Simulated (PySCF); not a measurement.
# BCl (SMILES [B]Cl): B2PLYP/STO-6G

What is the energy change on altering one bond length of BCl at B2PLYP/STO-6G? 

The results are computed with PySCF 2.14.0.

17 further runs of the same task are left out: 7 that didn't finish, 10 set aside as unsound or not needed.

## (1) The system as given

BCl: 2 atoms, total charge 0, spin state singlet. As SMILES, `[B]Cl`. The shape is that of a PBE0-D4/def2-TZVP optimisation.

Bond lengths: B1–Cl2 1.718 Å.

## (2) The energy at B2PLYP/STO-6G

Contents of job.py:

```python
from pyscf import gto, dft, mp

mol = gto.M(
    atom='''
B      0.000000     0.000000    -0.069660
Cl     0.000000     0.000000     1.648190
''',
    charge=0,
    verbose=4,
    basis='sto-6g',
    max_memory=1860,
)

mf = dft.RKS(mol, xc='0.53*HF + 0.47*B88, 0.73*LYP')
mf.conv_tol = 1e-10
mf.grids.level = 5
mf.kernel()
if not mf.converged:
    mf = mf.newton().run(mf.mo_coeff, mf.mo_occ)

pt = mp.MP2(mf, frozen=6).run()
e_final = mf.e_tot + 0.27 * pt.e_corr
print('PT2 part  %.8f' % (0.27 * pt.e_corr))
print('E = %.10f Eh' % e_final)
```

Run with:

```
$ OMP_NUM_THREADS=1 python job.py
```

Output:

```text
PySCF version 2.14.0

[INPUT] num. atoms = 2
[INPUT] num. electrons = 22
[INPUT] charge = 0
[INPUT] spin (= nelec alpha-beta = 2S) = 0
[INPUT] symmetry False subgroup None
[INPUT] Mole.unit = angstrom
[INPUT] Symbol           X                Y                Z      unit          X                Y                Z       unit  Magmom
[INPUT]  1 B      0.000000000000   0.000000000000  -0.069660000000 AA    0.000000000000   0.000000000000  -0.131638321837 Bohr   0.0
[INPUT]  2 Cl     0.000000000000   0.000000000000   1.648190000000 AA    0.000000000000   0.000000000000   3.114627701247 Bohr   0.0

nuclear repulsion = 26.183929288471
number of shells = 8
number of NR pGTOs = 84
number of NR cGTOs = 14
basis = sto-6g
ecp = {}

******** <class 'pyscf.dft.rks.RKS'> ********
method = RKS
initial guess = minao
damping factor = 0
level_shift factor = 0
DIIS = <class 'pyscf.scf.diis.CDIIS'>
diis_start_cycle = 1
diis_space = 8
diis_damp = 0
SCF conv_tol = 1e-10
SCF conv_tol_grad = None
SCF max_cycles = 50
direct_scf = True
direct_scf_tol = 1e-13
XC library pyscf.dft.libxc version 7.0.0
    S. Lehtola, C. Steigemann, M. J.T. Oliveira, and M. A.L. Marques.,  SoftwareX 7, 1–5 (2018)
XC functionals = 0.53*HF + 0.47*B88, 0.73*LYP
    A. D. Becke.,  Phys. Rev. A 38, 3098 (1988)
    C. Lee, W. Yang, and R. G. Parr.,  Phys. Rev. B 37, 785 (1988)
    B. Miehlich, A. Savin, H. Stoll, and H. Preuss.,  Chem. Phys. Lett. 157, 200 (1989)
radial grids:
    Treutler-Ahlrichs [JCP 102, 346 (1995); DOI:10.1063/1.469408] (M4) radial grids

becke partition: Becke, JCP 88, 2547 (1988); DOI:10.1063/1.454033
pruning grids: <function nwchem_prune>
grids dens level: 5
symmetrized grids: False
atomic radii adjust function: <function treutler_atomic_radii_adjust>
small_rho_cutoff = 0
Set gradient conv threshold to 1e-05
Initial guess from minao.
tot grids = 86208
init E= -482.915336239352
  HOMO = -0.198214814891728  LUMO = 0.0738613991766912  gap/eV = 7.40357
cycle= 1 E= -483.042872544665  delta_E= -0.128  |g|= 0.213  |ddm|= 1.61
  HOMO = -0.264373899598751  LUMO = 0.0741129334468635  gap/eV = 9.21070
cycle= 2 E= -483.057100764895  delta_E= -0.0142  |g|= 0.153  |ddm|= 0.741
  HOMO = -0.223715923638634  LUMO = 0.117909098829706  gap/eV = 9.29609
cycle= 3 E= -483.067765898167  delta_E= -0.0107  |g|= 0.00421  |ddm|= 0.276
  HOMO = -0.223469132434342  LUMO = 0.119064292466894  gap/eV = 9.32081
cycle= 4 E= -483.067779285552  delta_E= -1.34e-05  |g|= 0.00086  |ddm|= 0.0141
  HOMO = -0.223557004577684  LUMO = 0.11885573205715  gap/eV = 9.31753
cycle= 5 E= -483.067779967537  delta_E= -6.82e-07  |g|= 3.31e-05  |ddm|= 0.00381
  HOMO = -0.223562577998167  LUMO = 0.118858837970594  gap/eV = 9.31776
cycle= 6 E= -483.067779967995  delta_E= -4.58e-10  |g|= 1.57e-06  |ddm|= 7.28e-05
  HOMO = -0.223562655530785  LUMO = 0.118859558576036  gap/eV = 9.31778
cycle= 7 E= -483.067779967998  delta_E= -2.22e-12  |g|= 4.46e-08  |ddm|= 7.35e-06
  HOMO = -0.223562677661623  LUMO = 0.118859532929416  gap/eV = 9.31778
Extra cycle  E= -483.067779967998  delta_E= -2.27e-13  |g|= 1.22e-08  |ddm|= 8.6e-08
converged SCF energy = -483.067779967998

******** <class 'pyscf.mp.mp2.RMP2'> ********
nocc = 5, nmo = 8
frozen orbitals 6
E(RMP2) = -483.128248175156  E_corr = -0.0604682071578177
E(SCS-RMP2) = -483.132129329307  E_corr = -0.0643493613090367
E_corr(same-spin) = -0.00947594686193601
E_corr(oppo-spin) = -0.0509922602958817
PT2 part  -0.01632642
E = -483.0841063839 Eh
```

Wall time 1.4 s (1 thread of Arm Neoverse V2, shared host); peak memory 0.16 GiB.

## (3) The distorted shape, same level

Contents of geometry.xyz:

```xyz
2
BCl
B      0.000000     0.000000    -0.413210
Cl     0.000000     0.000000     1.648190
```

Contents of job.py:

```python
from pyscf import gto, dft, mp

mol = gto.M(
    atom='geometry.xyz',
    verbose=4,
    max_memory=1860,
    basis='sto-6g',
    spin=0,
)

myscf = dft.RKS(mol)
myscf.xc = '0.53*HF + 0.47*B88, 0.73*LYP'
myscf.conv_tol = 1e-10
myscf.grids.level = 5
myscf.kernel()
if not myscf.converged:
    myscf = myscf.newton().run(myscf.mo_coeff, myscf.mo_occ)

pt = mp.MP2(myscf, frozen=6).run()
energy = myscf.e_tot + 0.27 * pt.e_corr
print('PT2 part  %.8f' % (0.27 * pt.e_corr))
print('E = %.10f Eh' % energy)
```

Run with:

```
$ OMP_NUM_THREADS=1 python job.py
```

Output:

```text
PySCF version 2.14.0

[INPUT] num. atoms = 2
[INPUT] num. electrons = 22
[INPUT] charge = 0
[INPUT] spin (= nelec alpha-beta = 2S) = 0
[INPUT] symmetry False subgroup None
[INPUT] Mole.unit = angstrom
[INPUT] Symbol           X                Y                Z      unit          X                Y                Z       unit  Magmom
[INPUT]  1 B      0.000000000000   0.000000000000  -0.413210000000 AA    0.000000000000   0.000000000000  -0.780853731932 Bohr   0.0
[INPUT]  2 Cl     0.000000000000   0.000000000000   1.648190000000 AA    0.000000000000   0.000000000000   3.114627701247 Bohr   0.0

nuclear repulsion = 21.82015277394
number of shells = 8
number of NR pGTOs = 84
number of NR cGTOs = 14
basis = sto-6g
ecp = {}

[... 51 lines left out ...]
converged SCF energy = -483.049796829563
[... 1 line left out ...]
******** <class 'pyscf.mp.mp2.RMP2'> ********
nocc = 5, nmo = 8
frozen orbitals 6
E(RMP2) = -483.11561548259  E_corr = -0.06581865302723
E(SCS-RMP2) = -483.121052429038  E_corr = -0.071255599474276
E_corr(same-spin) = -0.0089155201827692
E_corr(oppo-spin) = -0.0569031328444608
PT2 part  -0.01777104
E = -483.0675678659 Eh
```

Wall time 1.4 s (1 thread of Arm Neoverse V2, shared host); peak memory 0.16 GiB.

## (4) What came out

Level: B2PLYP/STO-6G, 6 core orbitals frozen.

```
                                                          quantity          value
                                         first shape: total energy  -483.08411 Eh
                             first shape: dipole moment (SCF part)         0.07 D
                    first shape: HOMO energy (SCF part's orbitals)       -6.08 eV
                    first shape: LUMO energy (SCF part's orbitals)        3.23 eV
                  first shape: HOMO–LUMO gap (SCF part's orbitals)        9.32 eV
                                     distorted shape: total energy  -483.06757 Eh
                         distorted shape: dipole moment (SCF part)         2.18 D
                distorted shape: HOMO energy (SCF part's orbitals)       -7.06 eV
                distorted shape: LUMO energy (SCF part's orbitals)        1.98 eV
              distorted shape: HOMO–LUMO gap (SCF part's orbitals)        9.05 eV
energy change with the B1–Cl2 bond stretched from 1.718 to 2.061 Å       0.450 eV
```

**Reading.** With the B1–Cl2 bond stretched from 1.718 to 2.061 Å the energy rises by 0.45 eV (43.4 kJ/mol). The first shape isn't relaxed at this level, so the change isn't measured from a minimum. The minimal basis adds a large error of its own.
